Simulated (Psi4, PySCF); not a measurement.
Relaxed torsion scan: C2H4O2, SMILES O(C=O)C, singlet. Scanned: dihedral C1–O2–C3–O4; all other coordinates were relaxed at B3LYP-D3(BJ)/def2-SVP. Points at φ and −φ are mirror images. Heavy atoms are numbered in the order of the SMILES COC=O, hydrogens after them in the order of the atoms that carry them; the mirror image has the same energies with the sign of each dihedral reversed.

Methods: PBE-D3(BJ)/def2-TZVP // B3LYP-D3(BJ)/def2-SVP (Psi4); RHF/STO-3G = restricted Hartree-Fock/STO-3G // B3LYP-D3(BJ)/def2-SVP run with PySCF; PBE0-D3(BJ)/def2-TZVP // B3LYP-D3(BJ)/def2-SVP (Psi4).

Energies in kJ/mol, each method relative to its own lowest point.

| φ / ° | PBE-D3(BJ)/def2-TZVP | RHF/STO-3G | PBE0-D3(BJ)/def2-TZVP |
|---|---|---|---|
| -150 | 25.9 | 23.1 | 27.0 |
| -120 | 46.7 | 31.9 | 46.2 |
| -90 | 59.9 | 38.3 | 58.0 |
| -60 | 43.2 | 30.0 | 42.5 |
| -30 | 14.4 | 10.3 | 14.4 |
| 0 | 0.0 | 0.0 | 0.0 |
| 30 | 14.4 | 10.3 | 14.4 |
| 60 | 43.2 | 30.0 | 42.5 |
| 90 | 59.9 | 38.3 | 58.0 |
| 120 | 46.7 | 31.9 | 46.2 |
| 150 | 25.9 | 23.1 | 27.0 |
| 180 | 17.5 | 22.0 | 19.4 |
